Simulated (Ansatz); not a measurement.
Cartesian coordinates in Å:
```
C -0.2078 -0.5908 -0.6701
Al -0.7550 1.2508 -0.3310
Si 0.6826 -0.0565 0.9500
H -1.0413 -1.2723 -0.4547
H 0.3750 -0.9957 -1.4966
H -1.6352 2.4194 -0.9301
H 2.1495 0.1201 0.7648
H 0.4322 -0.8750 2.1679
```

Charge 0, multiplicity 1.

Question: List the PBE0/def2-TZVPP orbital energies in eV (Ansatz). (Best estimate.)

Answer: Ansatz gave: Occupied: -1802.17, -1528.06, -277.51, -144.51, -113.93, -99.17, -99.16, -99.15, -74.06, -73.86, -73.82, -18.94, -14.05, -11.67, -11.29, -10.02, -9.33, -7.35, -6.03. Lowest empty: -1.87, -0.64, 0.26, 1.49, 1.56, 1.67, 2.44, 2.94.
